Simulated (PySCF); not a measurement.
## Ionisation energy of B by level of theory

B [He] 2s2 2p1 (2P) → B⁺ [He] 2s2 (1S), as a difference of total energies. All numbers are calculated (PySCF 2.14, the spin-free X2C one-electron Hamiltonian (Gaussian nucleus), in aug-cc-pVDZ-DK (4s3p2d, 23 functions)). Correlated levels: valence: 1s2 frozen. The calculations carry no spin-orbit coupling.

```csv
method,ionisation energy (eV),error (eV)
UHF,8.040,-0.257
MP2 (valence),8.160,-0.137
SCS-MP2 (valence),8.124,-0.173
CCSD (valence),8.066,-0.231
CCSD(T) (valence),8.091,-0.206
CCSDT (valence),8.102,-0.195
FCI (valence),8.102,-0.195
```

Reference: 8.297 eV (measured; NIST levels, between the centres of gravity of the two terms).

Errors of the correlated levels include the incompleteness of this basis and the frozen core.

The coupled-cluster amplitudes are large for B⁺ (T1 above 0.03 or a double amplitude above 0.15), so a single reference is strained.
